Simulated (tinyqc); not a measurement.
Inside a calculation. Method: UKS/LDA (VWN5) in the sto-3g basis, for H2O+, spin multiplicity 2. Computed by tinyqc, a small Python program that keeps every step (integrals from PySCF). Settings: charge = 1, multiplicity = 2, basis = sto-3g, energy threshold = 1e-08, iteration cap = 65, orthogonalisation = symmetric, start = core, DIIS depth = 0, method = UKS, functional = lda,vwn, grid = [30, 14]. Command: `OMP_NUM_THREADS=1 python tinyqc.py 26029 26030 out.jsonl` (the two numbers bound the seeds that draw the settings). One thread of a shared host (Intel(R) Xeon(R) Processor @ 2.60GHz), about 2 s of CPU time with the checks.

Geometry (angstrom):
```
atom         x          y         z
O     0.000000   0.000000  0.000000
H     0.000000   1.160000  0.725000
H     0.000000  -1.160000  0.725000
```

Stop when the energy changes by less than 1e-08 hartree and every element of the error matrix X^T (F D S - S D F) X (for each spin) is below 3e-05.

Course of the cycle:
```
iteration   E (hartree)     change  largest element of the error matrix
1          -73.44810242          -                             1.75e-01
2          -72.60393845   8.44e-01                             4.35e-01
3          -73.67414619  -1.07e+00                             1.99e-01
4          -72.72838716   9.46e-01                             4.34e-01
5          -73.68286126  -9.54e-01                             2.00e-01
6          -72.72663589   9.56e-01                             4.34e-01
7          -73.68273510  -9.56e-01                             2.00e-01
8          -72.72666198   9.56e-01                             4.34e-01
9          -73.68273699  -9.56e-01                             2.00e-01
10         -72.72666159   9.56e-01                             4.34e-01
11         -73.68273696  -9.56e-01                             2.00e-01
12         -72.72666159   9.56e-01                             4.34e-01
13         -73.68273696  -9.56e-01                             2.00e-01
14         -72.72666159   9.56e-01                             4.34e-01
...                 ...        ...                                  ...
52         -72.72666159   9.56e-01                             4.34e-01
53         -73.68273696  -9.56e-01                             2.00e-01
54         -72.72666159   9.56e-01                             4.34e-01
55         -73.68273696  -9.56e-01                             2.00e-01
56         -72.72666159   9.56e-01                             4.34e-01
57         -73.68273696  -9.56e-01                             2.00e-01
58         -72.72666159   9.56e-01                             4.34e-01
59         -73.68273696  -9.56e-01                             2.00e-01
60         -72.72666159   9.56e-01                             4.34e-01
61         -73.68273696  -9.56e-01                             2.00e-01
62         -72.72666159   9.56e-01                             4.34e-01
63         -73.68273696  -9.56e-01                             2.00e-01
64         -72.72666159   9.56e-01                             4.34e-01
65         -73.68273696  -9.56e-01                             2.00e-01
```

Can the last value be used, and what does the course show?

Not by the stop rule. Not converged within the cap of 65 iterations: the residual has stopped falling: the iteration swings between two states. Reruns (cap 100 unless said): DIIS 8: converged in 10; damping 0.5: converged in 28; level shift 0.5: converged in 24; atomic densities as start, DIIS 8: converged in 9; the original settings with a cap of 400: not converged. PySCF UKS in the same basis, fine grid, after a stability check = -74.32480374 hartree, which differs from a converged run on this coarse grid by the grid error.
